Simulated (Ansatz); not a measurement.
Geometry optimisation, Ansatz, RKS PBE/def2-SVP.

The input (input.yaml):

```yaml
crystal:
  periodic: [false, false, false]
  atoms:
    - { symbol: C, position_ang: [-0.7882, -1.1104, 1.5159] }
    - { symbol: S, position_ang: [0.5665, -1.0722, 0.372] }
    - { symbol: C, position_ang: [0.0764, 0.2101, -0.7049] }
    - { symbol: F, position_ang: [-1.006, 0.0384, -1.387] }
    - { symbol: C, position_ang: [1.1259, 1.0885, -1.364] }
    - { symbol: O, position_ang: [0.36, 1.5512, -0.2159] }
    - { symbol: H, position_ang: [-0.6687, -1.8369, 2.2672] }
    - { symbol: H, position_ang: [1.24138, -2.25941, 0.57068] }
    - { symbol: H, position_ang: [-0.9177, -0.0794, 2.0451] }
    - { symbol: H, position_ang: [2.1778, 0.8953, -1.1709] }
    - { symbol: H, position_ang: [0.8633, 1.5142, -2.2909] }
basis:
  gaussian: { orbitals: def2-SVP }
hamiltonian:
  xc: pbe
relax:
  f_tol: 0.02
  max_steps: 50
output:
  orbitals: {}
```

Launched with:

```bash
$ ansatz run input.yaml --threads 2 --pin off --max-ram 3072MiB --backend cpu --events-out ev --progress --plain --runs-dir out
```

**Question.** Where does it end, and by what steps?

**Answer.** The run converged. After 43 steps the energy has fallen by 3.202 eV; F4 moved furthest, 1.96 Å.

| step | energy less start (eV) | largest force component (eV/Å) | accepted |
| --- | --- | --- | --- |
| 0 | 0.0000 | 3.773 | yes |
| 2 | -1.8477 | 1.387 | yes |
| 4 | -2.2674 | 0.634 | yes |
| 6 | -2.5171 | 1.253 | yes |
| 8 | -2.8801 | 0.781 | yes |
| 10 | -2.9991 | 1.704 | yes |
| 12 | -3.0739 | 0.316 | yes |
| 14 | -3.0785 | 0.084 | no |
| 16 | -3.0813 | 0.057 | yes |
| 18 | -3.0840 | 0.096 | yes |
| 20 | -3.0874 | 0.197 | yes |
| 22 | -3.0933 | 0.226 | yes |
| 24 | -3.1032 | 0.349 | yes |
| 26 | -3.1200 | 0.307 | yes |
| 28 | -3.1441 | 0.430 | yes |
| 30 | -3.1723 | 0.242 | yes |
| 32 | -3.1831 | 0.432 | no |
| 34 | -3.1897 | 0.061 | yes |
| 36 | -3.1961 | 0.322 | yes |
| 38 | -3.2008 | 0.097 | yes |
| 40 | -3.2016 | 0.124 | yes |
| 42 | -3.2022 | 0.029 | yes |
| 43 | -3.2023 | 0.010 | yes |

```xyz
11
Properties=species:S:1:pos:R:3
C -0.115 -0.589 1.837
S 0.565 -1.335 0.539
C 0.403 -0.237 -1.024
F 0.463 -1.020 -2.135
C 0.836 1.158 -1.015
O -0.567 0.732 -0.996
H -1.144 -0.212 1.840
H -0.302 -2.248 -0.097
H 0.535 -0.543 2.719
H 1.190 1.610 -0.070
H 1.167 1.622 -1.962
```

Whether the end is a true minimum wasn't checked by a vibrational analysis.

Time of the run: 110 s on 2 threads of Arm Neoverse V1, with other jobs on the host, peak memory 0.15 GiB.
